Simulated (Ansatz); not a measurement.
H₂S₂, SMILES SS, the interaction energy of a dimer with the counterpoise correction

Program: Ansatz 0.2.0, Python API.

Notebook, run cell by cell (the value of a cell's last expression is shown):

In [1]:
```python
import ansatz as az
```

In [2]:
```python
FIRST = [
    ("S", (0.8347, -0.8162, 0.19)),
    ("S", (0.0587, 1.1393, 0.0326)),
    ("H", (-0.2571, -1.342, 0.8363)),
    ("H", (-0.6364, 1.019, -1.0588)),
]
SECOND = [
    ("S", (-0.1001, -3.6556, 0.7071)),
    ("S", (1.1666, -3.7192, -0.9789)),
    ("H", (0.8175, -3.0666, 1.542)),
    ("H", (0.9648, -2.5281, -1.4576)),
]
```

In [3]:
```python
def energy(atoms, ghosts=()):
    molecule = az.Crystal.molecule()
    for symbol, xyz in atoms:
        molecule = molecule.atom(symbol, xyz)
    calc = (
        molecule.calculation()
        .basis(gaussian="cc-pVDZ")
        .functional("B3LYP")
    )
    deck = calc.input()
    if ghosts:
        deck = deck.set(az.key.basis.gaussian.ghost_atoms, [{"symbol": s, "position_ang": list(xyz)} for s, xyz in ghosts])
    return az.Session.from_dict(deck).plan().execute().report["free_energy_ev"]
```

In [4]:
```python
# ghost atoms carry the functions of the partner
both = energy(FIRST + SECOND)
alone = energy(FIRST) + energy(SECOND)
ghosted = energy(FIRST, SECOND) + energy(SECOND, FIRST)
print(f"dimer {both:.6f} eV")
print(f"interaction, uncorrected   {96.485332 * (both - alone):8.3f} kJ/mol")
print(f"interaction, counterpoise  {96.485332 * (both - ghosted):8.3f} kJ/mol")
print(f"basis-set superposition    {96.485332 * (alone - ghosted):8.3f} kJ/mol")
```
```text
dimer -43407.939977 eV
interaction, uncorrected     49.936 kJ/mol
interaction, counterpoise    56.406 kJ/mol
basis-set superposition       6.470 kJ/mol
```

Uncorrected it is 49.936 kJ/mol, with the counterpoise correction 56.406 kJ/mol; the difference, 6.47 kJ/mol, is the superposition error. In this basis both values are repulsive.

Notes:
- Total energies depend on the basis set; only differences at equal settings carry meaning.
- The dimer is a generated trial pose of unrelaxed monomers, not a minimum, so the figure is no binding energy, and the basis set is small.
- b3lyp holds the VWN-RPA fit, as in Gaussian; the form of ORCA and Turbomole is b3lyp5.
- This level lacks the dispersion part of the attraction (electrostatics and induction are there), which can decide the sign where the interaction is weak.
- It ran for 11 s on 1 thread of Arm Neoverse V1, on a shared host, peak memory 0.25 GiB.
